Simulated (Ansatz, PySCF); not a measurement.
Molecule: water, H₂O, charge 0, multiplicity 1. 
Geometry from a B3LYP-D3(BJ)/def2-TZVP (Ansatz, a first-principles code) optimisation:
```xyz
3

O      0.0070     0.0013     0.1167
H     -0.0500     0.7593    -0.4742
H     -0.0062    -0.7700    -0.4592
```

Total electronic energies in hartree. Correlated levels leave the core frozen unless marked. No spin-orbit coupling. No relativistic terms. Basis-set limits of correlation are two-point, X^-3; Hartree-Fock from the larger set (for Q and 5 zeta extrapolated as (X+1)exp(-9√X)). [CCSD(T)-MP2]/basis is that difference in the basis named.

```tsv
level	program	energy (Eh)
HF/aug-cc-pVDZ	Ansatz	-76.04108
HF-D4/def2-TZVPD	PySCF + dftd4	-76.06191
PBE0/def2-QZVPP	Ansatz	-76.38631
wB97M-V/def2-TZVPD	Ansatz	-76.43347
CCSD(T)/cc-pVDZ	PySCF	-76.24102
RI-MP2/CBS(aug-cc-pVTZ,aug-cc-pVQZ)+[CCSD(T)-MP2]/aug-cc-pVTZ	Ansatz	-76.3779
RI-MP2/CBS(def2-TZVPP,def2-QZVPP)+[CCSD(T)-MP2]/def2-TZVPP	Ansatz	-76.3785
CCSD(T)/CBS(aug-cc-pVTZ,aug-cc-pVQZ)	Ansatz	-76.3751
CCSD(T)/CBS(cc-pVQZ,cc-pV5Z)	Ansatz	-76.3767
```

Totals of different functionals don't rank their quality; only differences between species are comparable.
